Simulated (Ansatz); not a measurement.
Isolated molecules relaxed with PBE0-D4/def2-TZVP in Ansatz; ΔE leaves out vibrations. CCSD(T)/CBS is the MP2 limit (def2-TZVPP, def2-QZVPP) plus CCSD(T) − MP2 in def2-TZVPP, frozen cores. DFT in def2-TZVPP. Each species was taken in one conformer, which may not be the lowest.

Reaction (isomerisation): `FC1C=NC1` → `C=NC(=C)F`

CCSD(T)/CBS gives -45.5 kJ/mol.

**Question.** Another level gave -76.6 kJ/mol. Which?
A. PBE0-D4/def2-TZVPP
B. BLYP/def2-TZVPP
C. CAM-B3LYP/def2-TZVPP
D. r2SCAN-D4/def2-TZVPP

**Answer.** B. BLYP -76.6, PBE0-D4 -43.5, r2SCAN-D4 -61.1, CAM-B3LYP -55.2 kJ/mol.

Largest T1 diagnostic among the species: 0.013.

From BLYP to BHLYP (50 % exact exchange), in def2-TZVPP and without D4, ΔE moves by +18.1 kJ/mol. In def2-TZVPP, CCSD(T) changes the Hartree–Fock value by +11.8 kJ/mol (the triples alone add −2.2 kJ/mol) and MP2 by +16.6 kJ/mol. Leaving LDA and LC-ωPBE aside and taking each functional with its dispersion term where it has one, the values, not all of them listed here, spread over 41.4 kJ/mol, from BLYP-D4 to ωB97X-V. LDA lies +5.4 kJ/mol from PBE without D4.
